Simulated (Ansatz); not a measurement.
A made-up structure of CH2BSi, doublet:

B1  (-0.367, -0.699, 1.301)
C2  (0.684, 0.619, 0.384)
Si3  (-0.550, -0.542, -0.128)
H4  (-1.286, -1.038, -1.236)
H5  (1.153, 1.274, -0.304)
(Å)

It is relaxed with PBE-D4/def2-SVP and then PBE0-D4/def2-TZVP (Ansatz 0.2.0). Atoms count as bonded within 1.22 times the sum of their covalent radii (H–H: 0.88 Å). The end point is not checked to be a true minimum.

Question: Does its bonding change? (Judge from chemistry; the calculation decides.)

Answer: The calculation gives: No: no bond forms or breaks.

Where it ends: The first stage lowers the energy by 5.89 eV in 12 steps. It ends as CH₂BSi ([B]1[CH][SiH]1):
```xyz
5
angstrom
B 0.0928 -0.2688 1.5042
C 0.4659 0.4166 0.2827
Si -0.7747 -0.7752 -0.1308
H -1.2654 -0.9462 -1.5299
H 1.1147 1.1879 -0.1093
```

Labels in which every atom is bracketed show which atoms are joined, not bond orders.

For scale, one of the runs: PBE0-D4/def2-TZVP relaxation, 111 basis functions, launched by `ansatz run in.yaml --threads 2 --pin off --events-out ev --progress --plain --max-ram 4352MiB`. The run took about 14 s on 2 CPU threads of an Intel Xeon 6975P-C (shared host).
